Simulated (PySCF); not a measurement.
Work out the structure from these simulated measurements.

Elements present: C, Cl and H. Monoisotopic mass: 78.0236 u.

| Quantity | Value |
| --- | --- |
| XPS | Cl2p3/2 205.6, C1s 291.1 (×2), C1s 292.4, Cl1s 2828.2 eV [ΔSCF SCAN, pcX-2 on the ionised atom, pcseg-1 elsewhere, spin-free X2C, 2p3/2 from a spin–orbit splitting computed afterwards within the 2p shell] |
| UV, first state | lowest singlet excitation: 7.34 eV (169 nm, f = 0.001) [TDDFT CAM-B3LYP/def2-SVPD] |
| Dipole | 2.28 D [CAM-B3LYP/def2-SVPD] |
| Polarisability | 53.4 au [CAM-B3LYP/def2-SVPD] |
| Triplet | lowest triplet excitation (Tamm–Dancoff): 6.66 eV [TDA CAM-B3LYP/def2-SVPD] |
| Rotational structure | rotational constants A, B, C: 8.077, 4.575, 3.211 GHz [PBE0-D3(BJ)/def2-SVP] |
| UV, strongest line | among the 10 lowest singlet transitions: S6 at 9.04 eV (137 nm, f = 0.064) [TDDFT CAM-B3LYP/def2-SVPD] |
| Valence photoelectron | vertical ionisation energy: 10.91 eV [ΔSCF CAM-B3LYP/def2-SVPD] |

The electronic properties come from PySCF, for the isolated species, density fitting. Levels stand in brackets. Geometry: PBE0-D3(BJ)/def2-SVP; no solvent, vibrations or thermal averaging.

Q: Which formula fits the mass and the elements?

A: C3H7Cl (calculated 78.0236). No other formula that holds each of these elements comes within 0.0003 u with a fitting electron parity and a possible valence count.

Q: Give a SMILES that accounts for the data.

A: Numbering: `[CH3:1][CH:2]([CH3:3])[Cl:4]`. Its formula, C3H7Cl, gives 0 degrees of unsaturation, so no ring and no π bond. The core levels belong to: Cl2p3/2 205.6 eV, alkyl chlorine [Cl4]; C1s 291.1 eV, methyl carbon [C1/C3]; C1s 292.4 eV, sp3 C–Cl carbon [C2]; Cl1s 2828.2 eV, alkyl chlorine [Cl4]. The first electron is taken from the HOMO, whose largest Löwdin shares are 0.76 on the alkyl chlorine, 0.12 on the sp3 C–Cl carbon and 0.05 on the methine hydrogen. The optimised geometry has point group Cs and is an asymmetric top. Structure: `CC(C)Cl`. Computed isomers that give other values at the same levels: `CCCCl` (core binding energies: Cl2p3/2 205.8, C1s 290.8, C1s 291.1, C1s 292.3, Cl1s 2828.4 eV). The assignments are read from this structure; whether some other isomer fits the data as well wasn't checked.
